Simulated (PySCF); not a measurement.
Task: Give a PBE0-D3(BJ)/def2-SVP geometry of `c1ccpcc1` (phosphabenzene).

Result: 
```xyz
11
C5H5P angstrom
C     -0.0365    1.1968   -0.0365
C     -1.2374    0.4863   -0.0035
C     -1.2993   -0.9021    0.0641
P      0.0700   -1.9708    0.1187
C      1.3642   -0.8125    0.0654
C      1.2093    0.5686   -0.0031
H     -0.0731    2.2877   -0.0902
H     -2.1741    1.0525   -0.0326
H     -2.2887   -1.3718    0.0853
H      2.3831   -1.2144    0.0873
H      2.1059    1.1964   -0.0323
```

Orientation and origin are arbitrary. Atoms count from 1 in this order. P4 (phosphorus bonded to 2 C) is bent (angle 100.1°). The 6 heavy atoms lie in one plane (0.000 Å rms). The 6-membered ring C1–C2–C3–P4–C5–C6 has internal angles of 100.1° to 125.5°; it is planar, 0.00 Å rms from its mean plane, widest ring torsion 0°.

Bonds between heavy atoms (Å): C1–C2 1.396, C2–C3 1.391, C3–P4 1.738, P4–C5 1.738, C5–C6 1.391, C1–C6 1.396.

Level of theory: PBE0-D3(BJ)/def2-SVP geometry optimisation, gas phase in PySCF 2.14.0.

Point group: C2v (every atom within 0.08 Å of its image). No frequency check.

On Intel Xeon Platinum 8259CL at 2.50 GHz, one thread, shared host with 96 logical CPUs at a one-minute load of 59, this took 28 s and 0.48 GiB of memory at its peak. This is the geometry optimisation.
